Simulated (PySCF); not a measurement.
# doublet [BN2H5]−: levels of theory compared

Wanted: a comparison of 3 runs (UHF/3-21G, UB3LYP/6-31G*, USCS-MP2/6-311+G**) of doublet [BN2H5]−. 

Program for the calculation: PySCF 2.14.0.

1 further run of the same task is left out (set aside as unsound or not needed).

### 1 The molecule

The species is [BN2H5]− (8 atoms), meant as a doublet with charge -1. SMILES of the parent species: `NBN`. The coordinates come from a PBE0-D4/def2-TZVP relaxation. That shape belongs to the parent species and isn't relaxed for this state.

Bond lengths: N1–B2 1.409 Å, B2–N3 1.409 Å, N1–H4 1.005 Å, N1–H5 1.002 Å, B2–H6 1.200 Å, N3–H7 1.003 Å, N3–H8 1.005 Å. Angles: N1–B2–N3 122.9°, N1–B2–H6 118.5°, N3–B2–H6 118.5°, B2–N1–H4 124.5°, B2–N1–H5 121.9°, B2–N3–H7 121.9°, B2–N3–H8 124.5°, H4–N1–H5 113.6°, H7–N3–H8 113.6°.

### 2 A single-point energy at UHF/3-21G (run 1)

input.xyz

```xyz
8

N     -0.971000     0.516500    -0.581100
B      0.194200     0.386600     0.200500
N      0.848200    -0.845200     0.401400
H     -1.426800    -0.244500    -1.053400
H     -1.423900     1.400900    -0.713700
H      0.649700     1.368600     0.718000
H      1.676700    -0.919800     0.960900
H      0.545000    -1.720300     0.011600
```

run.py

```python
from pyscf import gto

mol = gto.Mole()
mol.atom = 'input.xyz'
mol.verbose = 3
mol.max_memory = 1860
mol.basis = '3-21g'
mol.charge = -1
mol.spin = 1
mol.build()

calc0 = mol.UHF()
calc0.conv_tol = 1e-10
calc0.kernel()
if not calc0.converged:
    calc0 = calc0.newton().run(calc0.mo_coeff, calc0.mo_occ)

etot = calc0.e_tot
print('E = %.10f Eh' % etot)
```

The run is started by

```sh
$ OMP_NUM_THREADS=1 python run.py
```

Output:

```text
converged SCF energy = -135.600976129978  <S^2> = 0.75875524  2S+1 = 2.0087362
E = -135.6009761300 Eh
```

It took 0.87 s on 1 thread of Arm Neoverse V1, shared host; peak memory 0.12 GiB.

### 3 The energy at UB3LYP/6-31G(d) (spherical functions) (run 2)

input.py

```python
from pyscf import gto, dft

molecule = gto.Mole()
molecule.atom = [
    ('N', (-0.971000, 0.516500, -0.581100)),
    ('B', (0.194200, 0.386600, 0.200500)),
    ('N', (0.848200, -0.845200, 0.401400)),
    ('H', (-1.426800, -0.244500, -1.053400)),
    ('H', (-1.423900, 1.400900, -0.713700)),
    ('H', (0.649700, 1.368600, 0.718000)),
    ('H', (1.676700, -0.919800, 0.960900)),
    ('H', (0.545000, -1.720300, 0.011600)),
]
molecule.verbose = 3
molecule.spin = 1
molecule.max_memory = 1860
molecule.charge = -1
molecule.basis = '6-31g*'
molecule.build()

ks = dft.UKS(molecule, xc='b3lyp')
ks.grids.level = 5
ks.conv_tol = 1e-10
ks.kernel()
if not ks.converged:
    ks = ks.newton().run(ks.mo_coeff, ks.mo_occ)

e_tot = ks.e_tot
print('E(%s) = %.9f' % ('B3LYP', e_tot))
```

The run is started by

```sh
$ OMP_NUM_THREADS=1 python input.py
```

Output:

```text
WARN: HOMO -0.0149462408735794 >= LUMO -0.0149462408735785

converged SCF energy = -137.272819859022  <S^2> = 0.75128101  2S+1 = 2.0012806
E(B3LYP) = -137.272819859
```

It took 17 s on 1 thread of Arm Neoverse V1, shared host; peak memory 0.3 GiB.

### 4 The energy at USCS-MP2/6-311+G(d,p) (run 3)

job.py

```python
from pyscf import gto, scf, mp

molecule = gto.M(
    atom=[
    ('N', (-0.971000, 0.516500, -0.581100)),
    ('B', (0.194200, 0.386600, 0.200500)),
    ('N', (0.848200, -0.845200, 0.401400)),
    ('H', (-1.426800, -0.244500, -1.053400)),
    ('H', (-1.423900, 1.400900, -0.713700)),
    ('H', (0.649700, 1.368600, 0.718000)),
    ('H', (1.676700, -0.919800, 0.960900)),
    ('H', (0.545000, -1.720300, 0.011600)),
],
    charge=-1,
    spin=1,
    verbose=4,
    max_memory=1860,
    basis='6-311+g**',
)

mf = scf.UHF(molecule)
mf.conv_tol = 1e-10
mf.kernel()
if not mf.converged:
    mf = mf.newton().run(mf.mo_coeff, mf.mo_occ)

pt = mp.MP2(mf, frozen=3).run()
etot = mf.e_tot + 1.2 * pt.e_corr_os + pt.e_corr_ss / 3
print('E(%s) = %.9f' % ('SCS-MP2', etot))
```

The run is started by

```sh
$ OMP_NUM_THREADS=1 python job.py
```

Output:

```text
PySCF version 2.14.0

[... 100 lines left out ...]
converged SCF energy = -136.568216991975  <S^2> = 0.75048783  2S+1 = 2.0004878
[... 1 line left out ...]
******** <class 'pyscf.mp.ump2.UMP2'> ********
nocc = (np.int64(10), np.int64(9)), nmo = (93, 93)
frozen orbitals 3
E(UMP2) = -137.037807416141  E_corr = -0.469590424165453
E(SCS-UMP2) = -137.031829977001  E_corr = -0.463612985025343
E_corr(same-spin) = -0.115264066122924
E_corr(oppo-spin) = -0.354326358042529
E(SCS-MP2) = -137.031829977
```

Wall time 4.2 s (1 thread of Arm Neoverse V1, shared host); peak memory 0.24 GiB.

### 5 All runs side by side

```csv
run,level,integration grid,frozen core orbitals,energy (Eh),HOMO energy (eV),LUMO energy (eV),⟨S²⟩,wall time
1,UHF/3-21G,–,–,-135.600976,5.43,13.17,0.759,0.87 s
2,UB3LYP/6-31G* (spherical functions),5,–,-137.272820,6.47,7.96,0.751,17 s
3,USCS-MP2/6-311+G**,–,3,-137.031830,1.43,4.39,0.750,4.2 s
```

### 6 Summary of results

```
                                                         quantity          value
                                              run 3: total energy  -137.03183 Eh
run 3: HOMO energy (Hartree–Fock orbitals) (highest over α and β)        1.43 eV
 run 3: LUMO energy (Hartree–Fock orbitals) (lowest over α and β)        4.39 eV
               run 3: correlation energy (3 core orbitals frozen)     -463.6 mEh
                         run 3: ⟨S²⟩ of the reference determinant          0.750
```

In runs 1, 2, 3 the HOMO lies above zero, so the outermost electron may be held by the basis alone. All runs together took 22 s, the longest 17 s.
